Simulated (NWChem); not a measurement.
# hydrogen peroxide (H2O2); SMILES OO

```xyz
4

O      0.0408    -0.7081    -0.1221
O     -0.0408     0.7081    -0.1221
H     -0.7587    -0.9394     0.3701
H      0.7587     0.9394     0.3701
```
Atoms are numbered in this order, from 1.

Program: NWChem. Coordinates come from a PBE0/def2-SVP optimisation. Solvent water, SMD (1 M gas to 1 M solution), gas-phase geometry.

### Question
Estimate the computed values for PBE0/pcseg-1. Quantities: solvation free energy (kcal/mol); cavity-dispersion-structure term (kcal/mol); dipole in solution (D).

### Answer
| Item | Value |
|---|---|
| solvation free energy (kcal/mol) | -9.1 |
| cavity-dispersion-structure term (kcal/mol) | 1.4 |
| dipole in solution (D) | 2.15 |
